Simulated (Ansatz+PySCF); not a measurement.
A calculation with Ansatz (development build ahead of 0.2.0).

```yaml
crystal:
  periodic: [false, false, false]
  atoms:
    - { symbol: Si, position_ang: [0.0, 0.0, 0.0] }
    - { symbol: P, position_ang: [1.08443, 1.4459, 3.13047] }
basis:
  gaussian: { orbitals: STO-3G }
total_charge: 1
magnetization:
  initial_magnetization: 2
hamiltonian:
  xc: hf
correlation:
  method: fci
  frozen_orbitals: { P: 5, Si: 5 }
```

The input is written out in the form of the current development build from the run's settings.

Output:

```json
{"Converged": "yes", "Total energy": "-622.23230 hartree", "State": "lowest triplet root, of any spatial symmetry"}
```
